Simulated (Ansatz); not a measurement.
Ansatz (a first-principles code) input (wB97M-V/6-311G**): A basis named .json is the Basis Set Exchange file of that set (core-valence sets with the plain set on hydrogen).

Ansatz 0.2 input:
```yaml
crystal:
  periodic: [false, false, false]
  atoms:
    - {symbol: Cl, position_ang: [0.00000000, 0.00000000, 0.00000000]}
basis:
  gaussian:
    orbitals: 6-311G__.json
hamiltonian:
  xc: {name: wB97M-V}
total_charge: -1
scf: {lower_state_search: full}
magnetization: {spin_polarized: false}
```

Output:

```
Functional definition: wB97M-V
integrals: 0.01 GiB planned
219 factors; their error is unknown
integrals: 0.04 GiB planned
35 factors; integrals over basis functions are off by at most 4.4e-5 eV
mean field: 0.08 GiB planned
mean field evaluation 1: about -12523.6355 eV, gradient 1.8e1 eV
mean field evaluation 2: about -12523.9756 eV, gradient 1.2e1 eV
mean field evaluation 4: about -12524.2258 eV, gradient 1.7e-2 eV
mean field evaluation 8: about -12524.2433 eV, gradient 3.3e-5 eV
mean field -12524.24327103 eV, -460.2574509735 hartree, gradient 3.5e-5 eV, S^2 0.000000; 0 other end points of the search recorded, 0 dependent functions left out
reference -12524.24329231 eV, -460.2574517555 hartree; 9, 9 occupied and 18, 18 virtual orbitals, 219 factors
Total energy: -12524.24329231 eV, -460.2574517555 hartree
```
